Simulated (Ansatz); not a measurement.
Input for Ansatz (development build ahead of 0.2.0):

```yaml
crystal:
  periodic: [false, false, false]
  atoms:
    - { symbol: C, position_ang: [0.0, 0.0, -0.583] }
    - { symbol: C, position_ang: [0.0, 0.0, 0.583] }
basis:
  gaussian: { orbitals: cc-pVDZ }
total_charge: -1
magnetization:
  spin_polarized: true
  initial_magnetization: 1
hamiltonian:
  xc: hf
correlation:
  method: mp2
  frozen_orbitals: { C: 1 }
```

The input is written out in the form of the current development build from the run's settings.

Output:

```yaml
Converged: yes
Reference_energy: -75.52756 hartree
Correlation_energy: -0.20622 hartree
Total_energy: -75.73378 hartree
Spin_squared_of_the_determinant: 0.809
```

Caution: no diffuse functions for an anion.
